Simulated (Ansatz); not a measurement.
The input, for Ansatz 0.2.0:

```yaml
crystal:
  periodic: [false, false, false]
  atoms:
    - {symbol: B, position_ang: [-0.118722, -0.006138, 1.577290]}
    - {symbol: Na, position_ang: [0.025696, -0.006138, -0.877324]}
    - {symbol: H, position_ang: [0.292115, -0.875565, 1.549856]}
    - {symbol: H, position_ang: [0.395175, 1.081386, 1.542974]}
basis:
  gaussian: {orbitals: 6-31G, point_charges: [{charge: 1.00, position_ang: [3.048, -0.370, 0.400]}]}
magnetization: {spin_polarized: false, initial_magnetization: 2}
correlation: {method: fic_mrcisd_q, electrons: outside_noble_gas, active_space: {window: {electrons: 4, orbitals: 4}}}
```

```sh
$ ansatz run in.yaml --threads 1 --pin off --events-out ev --progress --plain --max-ram 2393MiB
```

Output:

```
322 factors; integrals over basis functions are off by at most 2.4e-4 eV
mean field evaluation 1: about -5103.0783 eV, gradient 8.5e0 eV
mean field evaluation 2: about -5103.1439 eV, gradient 8.6e0 eV
mean field evaluation 4: about -5103.9160 eV, gradient 9.1e-1 eV
mean field evaluation 8: about -5103.9698 eV, gradient 3.8e-1 eV
mean field evaluation 16: about -5103.9769 eV, gradient 6.9e-7 eV
mean field evaluation 32: about -5103.9709 eV, gradient 3.8e-1 eV
mean field -5103.97688929 eV, -187.5676910816 hartree, gradient 5.1e-6 eV, S^2 2.000000; 3 other end points of the search recorded, 0 dependent functions left out
reference -5103.97688929 eV, -187.5676910816 hartree; 10, 8 occupied and 16, 18 virtual orbitals, 322 factors
state -5104.38138711 eV, -187.5825561025 hartree
contracted CI cycle   1: correlation 0.00000000 eV, 0.0000000000 hartree, residual 7.57e0 eV
contracted CI cycle   2: correlation -1.08276957 eV, -0.0397910476 hartree, residual 1.45e0 eV
contracted CI cycle   3: correlation -1.14359082 eV, -0.0420261875 hartree, residual 6.02e-1 eV
contracted CI cycle   4: correlation -1.15957425 eV, -0.0426135675 hartree, residual 3.36e-1 eV
contracted CI cycle   5: correlation -1.16425865 eV, -0.0427857162 hartree, residual 1.75e-1 eV
contracted CI cycle   6: correlation -1.16509791 eV, -0.0428165584 hartree, residual 7.00e-2 eV
contracted CI cycle   7: correlation -1.16524409 eV, -0.0428219306 hartree, residual 3.91e-2 eV
contracted CI cycle   8: correlation -1.16528941 eV, -0.0428235960 hartree, residual 2.13e-2 eV
contracted CI cycle   9: correlation -1.16530461 eV, -0.0428241545 hartree, residual 1.12e-2 eV
contracted CI cycle  10: correlation -1.16530859 eV, -0.0428243006 hartree, residual 5.55e-3 eV
contracted CI cycle  11: correlation -1.16530951 eV, -0.0428243348 hartree, residual 2.87e-3 eV
contracted CI cycle  12: correlation -1.16530977 eV, -0.0428243441 hartree, residual 1.59e-3 eV
contracted CI cycle  13: correlation -1.16530984 eV, -0.0428243467 hartree, residual 7.57e-4 eV
state -5104.38138711 eV, -187.5825561025 hartree; corrected -5105.59802290 eV, -187.6272666430 hartree
Total energy: -5105.59802290 eV, -187.6272666430 hartree
```

Natural occupations: 1.9816 1.0003 0.9998 0.0184.

Ran on 1 thread of Arm Neoverse V1, shared host: 0.45 s wall, 0.16 GiB peak host memory.
